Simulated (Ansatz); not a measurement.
`FC1=CCC=C1` + CH₄ → `CC1=CCC=C1` + H–F at 298.15 K and 1 bar (formal exchange of groups at a C–F bond).

Calculated with Ansatz (gas phase, PBE0-D4/def2-TZVP geometries, no zero-point term in ΔE). CBS: MP2 limit from def2 TZ/QZ plus the TZ coupled-cluster correction, frozen cores. This one scheme is used for every species.

| species | CCSD(T)/CBS energy (Eh) | H − E (kJ/mol) | S (J/(mol·K)) |
| --- | --- | --- | --- |
| `FC1=CCC=C1` | -293.01898 | 238.7 | 297.7 |
| CH₄ | -40.46206 | 127.4 | 186.2 |
| `CC1=CCC=C1` | -233.10294 | 334.0 | 312.1 |
| H–F | -100.39570 | 33.5 | 173.6 |

H − E and S are ideal-gas, rigid-rotor, harmonic terms from PBE0-D4/def2-TZVP. 1 Eh = 2625.50 kJ/mol, R = 8.31446 J/(mol·K).

Problem. By hand: ΔE, ΔH, ΔS and ΔG.

Solution. ΔE = (-233.10294) + (-100.39570) − (-293.01898) − (-40.46206) = -0.01760 Eh = -46.2 kJ/mol. Δ(H − E) = 334.0 + 33.5 − 238.7 − 127.4 = 1.4, so ΔH = -44.8 kJ/mol. ΔS = 312.1 + 173.6 − 297.7 − 186.2 = 1.8 J/(mol·K). ΔG = -44.8 − 298.15 × (1.8)/1000 = -45.3 kJ/mol.

Problem. By hand: the equilibrium constant, and the temperature at which ΔG would vanish if ΔH and ΔS stayed fixed.

Solution. log₁₀ K = −ΔG/(RT ln 10) = 7.9. ΔH and −TΔS have one sign here, so there is no such temperature.

The number of gas molecules stays the same, so ΔS is small and ΔH decides. A doubt of 5 kJ/mol in ΔE shifts log₁₀ K by 0.9 here. These are equilibria of isolated gas molecules and say nothing of rates. Largest T1 diagnostic: 0.012 (customary marks: 0.02 for closed shells, 0.045 for open ones).

ΔS is within the doubt of such terms, so its sign, and with it that verdict, could turn.
